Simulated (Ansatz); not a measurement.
# Lanthanum, dhcp: convergence with Methfessel-Paxton smearing

Computed with Ansatz, r²SCAN, scalar-relativistic PAW, on the relaxed cell (a = 3.787 Å, c = 12.062 Å (c/a = 3.185); spin not included). Errors count from a run at 500 eV on a Γ-centred 13×13×4 mesh with Fermi-Dirac smearing of 0.1 eV, extrapolated to zero width. Fixed here: cutoff 500 eV, mesh 10×10×3. The SCF starts from atomic densities corrected by a trained network.

```csv
width (eV),E(σ→0) error (meV/atom),F error (meV/atom),P (GPa),SCF iterations
0.01,-1.4,-1.4,0.03,8
0.03,-1.5,-1.5,0.03,7
0.1,-1.6,-1.7,0.02,7
0.2,-1.6,-1.2,-0.03,8
0.3,-0.7,-0.7,-0.06,8
0.6,-1.8,1.0,-0.17,8
1.0,-97.2,58.5,-3.45,21
```
